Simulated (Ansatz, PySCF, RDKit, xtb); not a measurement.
**CH3BCl: a search for the lowest isomer**

Only the formula CH3BCl is given (odd number of electrons). Aim: find the structure of lowest free energy at 1000 K, then its properties.

Plan: many cheap relaxations first (GFN2-xTB), then density-functional screening, relaxation at PBE0-D3(BJ)/pcseg-1, vibrations and a final energy. The numbers are computed, not measured.

6 further runs of the same task are left out: 6 set aside as unsound or not needed.

**1. Candidates**

A program enumerates the bonding patterns with one Lewis structure each (two rings at most, one unusual centre or charged pair), with their diastereomers. O–O, O–halogen and N–halogen bonds and N–N–N chains are not drawn. That gives 4 candidates.

```csv
label,SMILES,spin
c199,[CH2]BCl,doublet
c203,B[CH]Cl,doublet
c269,[BH]CCl,doublet
c404,C[B]Cl,doublet
```

Candidates are built by distance geometry, with a force field where one applies, in up to four conformers (letters a to d). 16 starts with atoms placed at random are added, to find patterns that the rules miss.

Q: Predict the outcome of this search (final energies at CCSD(T)/def2-TZVP).

| quantity | value |
| --- | --- |
| lowest structure found | [CH2]BCl, doublet, Cs |
| next finalist | C[B]Cl, doublet, 6.0 kcal/mol higher in G |
| share at equilibrium, among the finalists | 95.3 % |
| harmonic wavenumbers, lowest and highest (PBE0-D3(BJ)/pcseg-1) | 269 and 3259 cm⁻¹ |
| rotational constants, same geometry | 1.579, 0.184, 0.1648 cm⁻¹ |
| dipole moment (PBE0/def2-TZVPD) | 1.75 D |
| HOMO energy (highest over α and β) (PBE0/def2-TZVPD) | -7.92 eV |
| LUMO energy (lowest over α and β) (PBE0/def2-TZVPD) | -3.76 eV |
| lowest excitation (TD-PBE0/def2-SVPD) | 2.98 eV (f = 0.000) |
| strongest of the states computed, same level | 6.10 eV (f = 0.191) |
| vertical ionisation energy (to the singlet cation) | 10.33 eV |
| vertical electron affinity | 1.84 eV |
| vertical quartet less doublet | +6.02 eV |

`[CH2]BCl` comes out lowest. The margin of 6.0 kcal/mol over the next finalist is beyond the usual error of the last level; it says nothing of structures that weren't ranked. GFN2-xTB, HF/STO-3G, r2SCAN-D4/def2-SVP, PBE0-D3(BJ)/pcseg-1, HF/def2-TZVP and MP2/def2-TZVP already put its bonding pattern lowest among the structures in one piece. The stability test raises a flag; for an open shell a flag towards a general spinor solution can be the free rotation of the spin. Lowest found is not proven lowest: the search is finite, and each finalist counts with one conformer. Patterns outside the rules of the enumeration were met only by chance.
